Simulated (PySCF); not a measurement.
thiophene cation (C4H4S), SMILES c1sccc1 (connectivity only; charge and spin as stated), charge +1, multiplicity 2. Atoms are numbered in the order given.

```xyz
9

C      0.0000     0.6907     1.3203
C      0.0000    -0.6907     1.3203
C      0.0000    -1.2203    -0.0038
S      0.0000     0.0000    -1.2285
C      0.0000     1.2203    -0.0038
H      0.0000     1.3252     2.2085
H      0.0000    -1.3252     2.2085
H      0.0000    -2.2789    -0.2798
H      0.0000     2.2789    -0.2798
```
Charge +1, spin multiplicity 2.

Geometry optimised at B3LYP-D3(BJ)/def2-SVP. The spin state was assumed, not searched.

Method: B3LYP-D3(BJ)/def2-SVP (PySCF).

Frequencies are harmonic and unscaled.

Computed vibrational spectrum:
```json
[
 {"mode": "1", "ν (cm⁻¹)": "368", "IR (km/mol)": "3.0", "moving atoms (share of kinetic energy)": "C 53 %, H 31 %, S 16 %"},
 {"mode": "2", "ν (cm⁻¹)": "470", "IR (km/mol)": "0.0", "moving atoms (share of kinetic energy)": "C 62 %, H 38 %"},
 {"mode": "3", "ν (cm⁻¹)": "498", "IR (km/mol)": "8.9", "moving atoms (share of kinetic energy)": "C 66 %, S 29 %"},
 {"mode": "4", "ν (cm⁻¹)": "620", "IR (km/mol)": "1.4", "moving atoms (share of kinetic energy)": "S 51 %, C 44 %"},
 {"mode": "5", "ν (cm⁻¹)": "712", "IR (km/mol)": "80.4", "moving atoms (share of kinetic energy)": "H 85 %, C 14 %"},
 {"mode": "6", "ν (cm⁻¹)": "817", "IR (km/mol)": "0.0", "moving atoms (share of kinetic energy)": "H 71 %, C 29 %"},
 {"mode": "7", "ν (cm⁻¹)": "843", "IR (km/mol)": "9.1", "moving atoms (share of kinetic energy)": "C 82 %, H 13 %"},
 {"mode": "8", "ν (cm⁻¹)": "855", "IR (km/mol)": "29.0", "moving atoms (share of kinetic energy)": "C 70 %, H 20 %, S 10 %"},
 {"mode": "9", "ν (cm⁻¹)": "881", "IR (km/mol)": "1.1", "moving atoms (share of kinetic energy)": "H 69 %, C 31 %"},
 {"mode": "10", "ν (cm⁻¹)": "983", "IR (km/mol)": "0.0", "moving atoms (share of kinetic energy)": "H 69 %, C 31 %"},
 {"mode": "11", "ν (cm⁻¹)": "1002", "IR (km/mol)": "12.9", "moving atoms (share of kinetic energy)": "H 57 %, C 43 %"},
 {"mode": "12", "ν (cm⁻¹)": "1070", "IR (km/mol)": "14.9", "moving atoms (share of kinetic energy)": "H 56 %, C 43 %"},
 {"mode": "13", "ν (cm⁻¹)": "1117", "IR (km/mol)": "0.3", "moving atoms (share of kinetic energy)": "H 84 %, C 16 %"},
 {"mode": "14", "ν (cm⁻¹)": "1236", "IR (km/mol)": "4.2", "moving atoms (share of kinetic energy)": "H 70 %, C 30 %"},
 {"mode": "15", "ν (cm⁻¹)": "1354", "IR (km/mol)": "3.3", "moving atoms (share of kinetic energy)": "C 65 %, H 34 %"},
 {"mode": "16", "ν (cm⁻¹)": "1364", "IR (km/mol)": "96.2", "moving atoms (share of kinetic energy)": "H 52 %, C 47 %"},
 {"mode": "17", "ν (cm⁻¹)": "1530", "IR (km/mol)": "38.3", "moving atoms (share of kinetic energy)": "C 86 %, H 14 %"},
 {"mode": "18", "ν (cm⁻¹)": "3220", "IR (km/mol)": "23.0", "moving atoms (share of kinetic energy)": "H 92 %, C 8 %"},
 {"mode": "19", "ν (cm⁻¹)": "3225", "IR (km/mol)": "15.3", "moving atoms (share of kinetic energy)": "H 91 %, C 9 %"},
 {"mode": "20", "ν (cm⁻¹)": "3231", "IR (km/mol)": "55.6", "moving atoms (share of kinetic energy)": "H 91 %, C 9 %"},
 {"mode": "21", "ν (cm⁻¹)": "3241", "IR (km/mol)": "24.5", "moving atoms (share of kinetic energy)": "H 90 %, C 10 %"}
]
```
